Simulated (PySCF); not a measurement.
One of the candidates below gave these computed data.

All candidates are C6H10.

* Rotational structure: rotational constants A, B, C: 7.045, 3.074, 2.276 GHz [GFN2-xTB]
* 13C NMR: chemical shifts (computed TMS as zero) by class: 148.0 (1 C), 132.1 (1 C), 41.0 (1 C), 37.3 (1 C), 26.9 (1 C), 19.6 (1 C) ppm [GIAO PBE0/pcSseg-1]
* 1H NMR: chemical shifts (computed TMS as zero) by class: 5.60 (1 H), 2.48 (2 H), 2.31 (2 H), 1.92 (2 H), 1.88 (3 H) ppm [GIAO PBE0/pcSseg-1]
* Dipole: 0.26 D [PBE0/pcSseg-1]

Gas-phase values; electronic properties from PySCF, density fitting. Levels stand in brackets. Geometry: GFN2-xTB, one conformer, isolated molecule. Each NMR value is the plain mean over a class of atoms that symmetry, rotation or inversion makes alike.

Problem. Which candidate is it?
A. `C=C(C)C1CC1`
B. `CC[C@@H]1[C@H]2C[C@@H]12`
C. `C=C1CC[C@@H]1C`
D. `CC1=CCCC1`

Solution. D. It is `CC1=CCCC1`. Numbering: `[CH3:1][C:2]1=[CH:3][CH2:4][CH2:5][CH2:6]1`. Its formula, C6H10, gives 2 degrees of unsaturation: 1 ring and 1 π bond in the structure found. 6 carbons fall into 6 classes; from least to most shielded: fully substituted alkene carbon [C2] (148.0 ppm), alkene CH carbon [C3] (132.1 ppm), allylic carbon [C6] (41.0 ppm), allylic carbon [C4] (37.3 ppm), ring CH2 carbon [C5] (26.9 ppm), allylic carbon [C1] (19.6 ppm). Hydrogen classes from least to most shielded: 1 H on an alkene CH carbon, C3 (5.60 ppm), 2 H on an allylic carbon, C4 (2.48 ppm), 2 H on an allylic carbon, C6 (2.31 ppm), 2 H on a ring CH2 carbon, C5 (1.92 ppm), 3 H on an allylic carbon, C1 (1.88 ppm). By its constants the optimised geometry is an asymmetric top.

The others, at the same levels:
- `C=C(C)C1CC1` fails: it has 5 carbon classes against 6; its computed 13C shifts are 159.2 (1 C), 106.0 (1 C), 29.3 (1 C), 16.8 (1 C), 15.5 (2 C) ppm, 1H shifts are 4.91 (1 H), 4.33 (1 H), 2.07 (3 H), 0.91 (1 H), 0.88 (2 H), 0.46 (2 H) ppm and rotational constant A is 6.679 GHz (against 7.045 GHz).
- `CC[C@@H]1[C@H]2C[C@@H]12` fails: it has 5 carbon classes against 6; its computed 13C shifts are 46.7 (1 C), 28.2 (1 C), 27.3 (1 C), 16.8 (1 C), 4.8 (2 C) ppm, 1H shifts are 1.60 (2 H), 1.26 (2 H), 1.15 (1 H), 1.05 (3 H), 0.44 (1 H), 0.19 (1 H) ppm and rotational constant A is 10.851 GHz (against 7.045 GHz).
- `C=C1CC[C@@H]1C` fails: its computed 13C shifts are 164.4 (1 C), 113.1 (1 C), 39.4 (1 C), 28.4 (1 C), 24.9 (1 C), 23.4 (1 C) ppm, 1H shifts are 5.25 (1 H), 5.19 (1 H), 2.97 (1 H), 2.78 (1 H), 2.77 (1 H), 2.21 (1 H), 1.50 (1 H), 1.16 (3 H) ppm and rotational constant A is 4.675 GHz (against 7.045 GHz).

Each candidate is one conformer, not necessarily the lowest. The conformers computed, where there is a choice (atom-mapped SMILES and torsion angles):
- `[CH2:1]=[C:2]([CH3:3])[CH:4]1[CH2:5][CH2:6]1`: C1–C2–C4–C5 36°
- `[CH3:1][CH2:2][C@@H:3]1[C@H:4]2[CH2:5][C@@H:6]12`: C1–C2–C3–C4 154°

The conformers of `CC1=CCCC1` aren't listed.
